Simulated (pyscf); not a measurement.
`[NH2][Nb]([Cl])([Cl])([Cl])[Cl]` + `[OH2]` → `[NH2][Nb]([OH])([Cl])([Cl])[Cl]` + `[ClH]` (four-centre exchange; singlet surface; Cl–Nb, H–O broken, Nb–O, Cl–H formed). Optimised with ωB97X-D3(BJ)/def2-SVP in PySCF. Energies in kcal/mol from the separated reactants.

```json
[
 {"level": "PBE/def2-TZVP", "barrier": "7.1", "reaction energy": "+3.0"},
 {"level": "r²SCAN/def2-TZVP", "barrier": "5.6", "reaction energy": "+2.6"},
 {"level": "B3LYP-D3(BJ)/def2-TZVP", "barrier": "(withheld)", "reaction energy": "+3.0"},
 {"level": "PBE0-D3(BJ)/def2-TZVP", "barrier": "7.2", "reaction energy": "+3.7"},
 {"level": "M06-2X/def2-TZVP", "barrier": "8.0", "reaction energy": "+2.4"},
 {"level": "ωB97M-D3(BJ)/def2-TZVP", "barrier": "(withheld)", "reaction energy": "(withheld)"}
]
```

### Question
Some entries are withheld; supply them.

### Answer

- B3LYP-D3(BJ)/def2-TZVP, barrier: 7.9
- ωB97M-D3(BJ)/def2-TZVP, barrier: 8.1
- ωB97M-D3(BJ)/def2-TZVP, reaction energy: +0.9

The functionals in the table span 2.5 kcal/mol in this barrier, from r²SCAN to ωB97M-D3(BJ)/def2-TZVP. On the reactant side the descent ends in an adduct with a Nb–O contact, 10.9 kcal/mol under the separated species and 18.7 kcal/mol under the saddle at ωB97X-D3(BJ)/def2-TZVP. On the product side the descent ends in an adduct with a Cl–Nb contact, 1.1 kcal/mol under the separated species and 4.9 kcal/mol under the saddle at ωB97X-D3(BJ)/def2-TZVP. What is counted as formed (Nb–O) is already present as a longer contact in the reactant adduct; forming that adduct is a step of its own. What is counted as broken (Cl–Nb) persists as a longer contact in the product adduct; parting that adduct is a step of its own. One saddle was located; it need not be the lowest between these sides. Elements past Kr carry the def2 core potentials, without spin-orbit coupling.
